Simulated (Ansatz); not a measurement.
# Al₂NH₅: taking an electron away

An exercise on one series of results from a longer session: the logs are not shown, and one member is left open.

The runs use Ansatz 0.2.0, Gaussian basis; unrestricted cation, the program's frozen cores in correlated methods.

The runs, in order: UKS PBE-D4/def2-TZVPP; UKS r2SCAN-D4/def2-TZVPP; UKS PBE0-D4/def2-TZVPP; UKS B3LYP-D4/def2-TZVPP; UKS wB97X-V/def2-TZVPP; UKS wB97M-V/def2-TZVPP; UKS B2PLYP/def2-TZVPP; UHF-MP2/def2-TZVPP; UHF-MP2/def2-QZVPP; then −ε(HOMO) from the neutral's earlier runs with LDA (SPW92), PBE-D4, revPBE-D4, BLYP-D4, r2SCAN-D4, B97M-V, PBE0-D4, B3LYP-D4, r2SCANh-D4, r2SCAN0-D4, HSE06-D4, BHLYP-D4, CAM-B3LYP-D4, LC-ωPBE, ωB97X-V, ωB97M-V.

1 further run of the same task is left out (it didn't finish).

## Structure used throughout

An earlier PBE0-D4 in a triple-zeta def2 set relaxation fixed the geometry.

SMILES `[NH2][AlH][AlH2]`, 8 atoms, charge 0, spin multiplicity 1.

Atoms are counted from 1 here; the program's logs count them from 0.

Bond lengths: N1–Al2 1.774 Å, N1–H4 1.008 Å, N1–H5 1.008 Å, Al2–Al3 2.596 Å, Al2–H6 1.593 Å, Al3–H7 1.595 Å, Al3–H8 1.598 Å. Angles: Al2–N1–H4 124.7°, Al2–N1–H5 125.1°, H4–N1–H5 110.1°, N1–Al2–Al3 116.7°, N1–Al2–H6 114.9°, Al3–Al2–H6 128.4°, Al2–Al3–H7 123.4°, Al2–Al3–H8 120.9°, H7–Al3–H8 115.7°.

Coordinates:

```
N    -1.2871    0.8440   -0.9293
Al    0.1951    0.8761    0.0444
Al    1.1203   -1.4172    0.8336
H    -1.7804    0.0070   -1.1963
H    -1.7573    1.6563   -1.2976
H     0.7847    2.3297    0.3226
H     2.3770   -1.5694    1.8048
H     0.4398   -2.7835    0.3620
```

The first run:

Contents of in.yaml:

```yaml
crystal:
  periodic: [false, false, false]
  atoms:
    - {symbol: N, position_ang: [-1.287098, 0.844019, -0.929287]}
    - {symbol: Al, position_ang: [0.195091, 0.876118, 0.044439]}
    - {symbol: Al, position_ang: [1.120304, -1.417230, 0.833596]}
    - {symbol: H, position_ang: [-1.780361, 0.006990, -1.196256]}
    - {symbol: H, position_ang: [-1.757306, 1.656253, -1.297593]}
    - {symbol: H, position_ang: [0.784707, 2.329743, 0.322575]}
    - {symbol: H, position_ang: [2.376954, -1.569386, 1.804768]}
    - {symbol: H, position_ang: [0.439809, -2.783510, 0.361959]}
basis:
  gaussian: {orbitals: def2-TZVPP}
total_charge: 1
magnetization: {spin_polarized: true, initial_magnetization: 1}
hamiltonian: {xc: pbe, dispersion: d4}
```

On the command line:

```console
ansatz run in.yaml --threads 2 --pin off --events-out ev --progress --plain --max-ram 4352MiB
```

Among the steps run: Cation, UKS PBE-D4/def2-TZVPP; Cation, UKS r2SCAN-D4/def2-TZVPP; Cation, UKS PBE0-D4/def2-TZVPP; Cation, UKS B3LYP-D4/def2-TZVPP; Cation, UKS wB97X-V/def2-TZVPP; Cation, UKS wB97M-V/def2-TZVPP; Cation, UKS B2PLYP (frozen core)/def2-TZVPP; Cation, UHF-MP2/def2-TZVPP; Cation, UHF-MP2/def2-QZVPP.

One table of the session follows, with a row left open; its other results are not shown here.

For comparison, −ε(HOMO) of the neutral from earlier runs:

| functional | −ε(HOMO) (eV) |
| --- | --- |
| LDA (SPW92) | 5.84 |
| PBE-D4 | 5.79 |
| revPBE-D4 | 5.76 |
| BLYP-D4 | 5.66 |
| r2SCAN-D4 | 6.02 |
| B97M-V | 6.07 |
| PBE0-D4 | 6.83 |
| B3LYP-D4 | 6.65 |
| r2SCANh-D4 | 6.39 |
| r2SCAN0-D4 | 6.96 |
| HSE06-D4 | 6.43 |
| BHLYP-D4 | 7.76 |
| CAM-B3LYP-D4 | 8.06 |
| LC-ωPBE | 9.34 |
| ωB97X-V | 9.04 |
| ωB97M-V | ? |

**Question.** Estimate the row for ωB97M-V.

The run gave: −ε(HOMO) (eV): 8.74. In the column «−ε(HOMO) (eV)» it lies between CAM-B3LYP-D4 (8.06) and ωB97X-V (9.04).
